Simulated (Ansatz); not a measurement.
# Si2H5 (SMILES [SiH2][SiH3]) at UCCSDTQ/STO-3G

Aim: the vertical ionisation energy of Si2H5 at UCCSDTQ/STO-3G, from 2 runs. 

The results are computed with Ansatz 0.2.0.

29 further runs of the same task are left out: 29 set aside as unsound or not needed.

### 1 The system as given

Si2H5: 7 atoms, total charge 0, spin state doublet. SMILES: `[SiH2][SiH3]`. The coordinates come from a PBE0-D4/def2-TZVP relaxation.

Bond lengths: Si1–Si2 2.324 Å, Si1–H3 1.489 Å, Si1–H4 1.488 Å, Si2–H5 1.487 Å, Si2–H6 1.490 Å, Si2–H7 1.487 Å. Angles: Si1–Si2–H5 109.0°, Si1–Si2–H6 112.7°, Si1–Si2–H7 109.0°, Si2–Si1–H3 114.5°, Si2–Si1–H4 114.5°, H5–Si2–H6 108.5°, H5–Si2–H7 109.1°, H6–Si2–H7 108.5°, H3–Si1–H4 109.9°.

### 2 A single-point energy at UCCSDTQ/STO-3G

Input file run.yaml:

```yaml
crystal:
  periodic: [false, false, false]
  atoms:
    - {symbol: Si, position_ang: [-0.209600, -1.361200, -0.191100]}
    - {symbol: Si, position_ang: [0.357900, 0.889200, -0.062000]}
    - {symbol: H, position_ang: [-0.002600, -2.123900, 1.070300]}
    - {symbol: H, position_ang: [-1.573600, -1.624600, -0.725600]}
    - {symbol: H, position_ang: [0.210000, 1.502800, -1.408000]}
    - {symbol: H, position_ang: [-0.495800, 1.643100, 0.898600]}
    - {symbol: H, position_ang: [1.774900, 1.006800, 0.372200]}
basis:
  gaussian:
    orbitals: STO-3G
magnetization:
  spin_polarized: true
  initial_magnetization: 1
correlation:
  method: ccsdtq
  frozen_orbitals: {H: 0, Si: 5}
accuracy: high
scf:
  omitted_lower_state_checks: [cluster_reference, increment]
```

Started as:

```sh
ansatz run run.yaml --threads 1 --pin off --max-ram 2610MiB --events-out events.jsonl --progress --plain --runs-dir runs
```

Output, shortened:

```text
Warning: RAYON_NUM_THREADS=1 ignored (pool sized by the plan → 1); use --threads N
Functional definition: HF
  name "HF"
[...]
410 factors; integrals over basis functions are off by at most 4.9e-9 eV
[...]
mean field -15620.92645191 eV, -574.0584588633 hartree, gradient 1.1e-8 eV, S^2 0.754385; 0 other end points of the search recorded, 0 dependent functions left out
10 core orbitals not correlated: weight in the atoms' cores, before any rotation towards them, 1.000 or more for the frozen orbitals, at most 0.000 for the correlated occupied ones
reference -15620.92645191 eV, -574.0584588633 hartree; 7, 6 occupied and 6, 7 virtual orbitals, 410 factors
second order -1.94730633 eV of doubles, -0.00000000 eV of singles
cycle   1  -2.56485390 eV  change   -6.2e-1 eV  update   6.8e-2
[...]
cycle  22  -2.95191114 eV  change   5.9e-10 eV  update  8.3e-10
Total energy: -15623.87836305 eV, -574.1669395970 hartree
Checks for a lower state left out: cluster_reference, increment
```

Run time: 35 s. Hardware: 1 thread of Arm Neoverse V1, shared host; peak memory 0.28 GiB.

### 3 The singlet cation at the same level

Input file job.yaml:

```yaml
crystal:
  periodic: [false, false, false]
  atoms:
    - {symbol: Si, position_ang: [-0.209600, -1.361200, -0.191100]}
    - {symbol: Si, position_ang: [0.357900, 0.889200, -0.062000]}
    - {symbol: H, position_ang: [-0.002600, -2.123900, 1.070300]}
    - {symbol: H, position_ang: [-1.573600, -1.624600, -0.725600]}
    - {symbol: H, position_ang: [0.210000, 1.502800, -1.408000]}
    - {symbol: H, position_ang: [-0.495800, 1.643100, 0.898600]}
    - {symbol: H, position_ang: [1.774900, 1.006800, 0.372200]}
basis:
  gaussian:
    orbitals: STO-3G
scf:
  omitted_lower_state_checks: [cluster_reference, increment]
correlation:
  method: ccsdtq
  frozen_orbitals: {H: 0, Si: 5}
accuracy: high
total_charge: 1
```

Started as:

```sh
ansatz run job.yaml --threads 1 --pin off --max-ram 2610MiB --events-out events.jsonl --progress --plain --runs-dir runs
```

Output, shortened:

```text
Warning: RAYON_NUM_THREADS=1 ignored (pool sized by the plan → 1); use --threads N
[... 2 set-up lines as earlier in the session ...]
[...]
408 factors; integrals over basis functions are off by at most 4.9e-9 eV
[...]
mean field -15615.82623805 eV, -573.8710294611 hartree, gradient 3.1e-8 eV, S^2 0.000000; 0 other end points of the search recorded, 0 dependent functions left out
10 core orbitals not correlated: weight in the atoms' cores, before any rotation towards them, 1.000 or more for the frozen orbitals, at most 0.000 for the correlated occupied ones
reference -15615.82623805 eV, -573.8710294611 hartree; 6, 6 occupied and 7, 7 virtual orbitals, 408 factors
second order -2.10822255 eV of doubles, -0.00000000 eV of singles
cycle   1  -2.76449843 eV  change   -6.6e-1 eV  update   7.2e-2
[...]
cycle  25  -3.18107032 eV  change  -3.4e-10 eV  update   1.4e-9
Total energy: -15619.00730837 eV, -573.9879316392 hartree
Checks for a lower state left out: cluster_reference, increment
```

Wall time 4.2 s (1 thread of Arm Neoverse V1, shared host); peak memory 0.1 GiB.

### 4 Results

Level: UCCSDTQ/STO-3G, 10 core orbitals frozen.

```
                                                    quantity          value
                                 doublet Si2H5: total energy  -574.16694 Eh
 doublet Si2H5: correlation energy (10 core orbitals frozen)     -108.5 mEh
            doublet Si2H5: ⟨S²⟩ of the reference determinant          0.754
                                doublet Si2H5: T1 diagnostic          0.004
                                singlet cation: total energy  -573.98793 Eh
singlet cation: correlation energy (10 core orbitals frozen)     -116.9 mEh
                               singlet cation: T1 diagnostic          0.009
          vertical ionisation energy (to the singlet cation)       4.871 eV
```

Removing an electron at fixed nuclei costs 4.87 eV (470 kJ/mol). Only the singlet of the ionised species was computed; a triplet could lie lower. In a minimal basis such a difference can be off by several eV, whatever the method.
